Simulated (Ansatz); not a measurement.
# How far each method lies from full CI for OH⁺, triplet

Geometry: that of the OH, doublet, kept fixed.

```xyz
2

O     0.0000    0.0000    0.0000
H     0.0000    0.0000    0.9731
```

Basis cc-pVTZ; Ansatz 0.2.0. Correlated methods freeze the noble-gas cores, which leaves 6 electrons in 43 orbitals. R marks a restricted (for open shells ROHF) determinant, U an unrestricted one. Active spaces: valence = (6e, 5o) chosen from the atoms' valence shells.

Full CI is exact within this basis and frozen core; it isn't the basis-set limit. The frozen core follows each run's orbitals, which can shift R against U totals by a few meV.

For open shells CISD and CISDTQ are restricted-active-space CI with the open shells as a complete middle space.

```
UHF ⟨S²⟩                          : 2.012
T1 diagnostic (RCCSD)             : 0.0169
largest doubles amplitude (RCCSD) : 0.034
T1 diagnostic (UCCSD)             : 0.0076
```

| level | E − E(RHF) (eV) |
| --- | --- |
| UHF | -0.2289 |
| RMP2 | -4.1243 |
| UMP2 | -4.1193 |
| RCCSD | -4.6001 |
| UCCSD | -4.6061 |
| RCCSD(T) | -4.6834 |
| UCCSD(T) | -4.6866 |

(1) Estimate how far full CI in cc-pVTZ lies from RCCSD(T). The table doesn't fix it; the size of (T) and the diagnostics are the guide.

(1) Full CI in cc-pVTZ lies 0.9 kJ/mol below RCCSD(T), which is 11 % of the (T) step (-8.0 kJ/mol). The diagnostics are small and one determinant leads, so the series closes fast and only a small part of (T) is left.

The other levels:

```csv
level,E − E(full CI) (kJ/mol),share of correlation (%),wall time
CISD,15.4,96.59,0.66 s
BCCD(T),0.9,99.80,0.73 s
RCCSDT,0.1,99.99,–
UCCSDT,-0.3,100.06,–
CISDTQ,0.1,99.98,2.9 s (H100)
RCCSDT(Q),-0.1,100.02,10 s
UCCSDT(Q),-0.4,100.09,9 s
RCCSDTQ,-0.1,100.02,7.5 s (H100)
UCCSDTQ,-0.4,100.09,7 s (H100)
CASSCF (valence space),383.1,15.39,–
NEVPT2 (valence space),55.9,87.65,0.24 s
MRCISD (valence space),12.6,97.22,–
MRCISD+Q (valence space),1.4,99.69,0.54 s
```

The correlation energy at full CI, counted from RHF, is -4.693 eV. That run took 4.7 s on 5 threads of AMD EPYC 7R13 with a whole H100 80 GB, shared host over 38,045,928 determinants.

Times hold each run's SCF and search for its determinant on a shared host, so for small cases they say little of a method's own cost; rows without a card ran on 1 thread of AMD EPYC 7R13.

The full-CI state has the irrep A2 of C2v, in the program's axes (one component, if the state is degenerate).

Natural occupations of full CI about the gap: 1.975 1.965 0.995 0.995 0.025 0.008 0.006 0.006 0.005 0.004; effectively unpaired electrons, Σ n²(2−n)², 2.01.
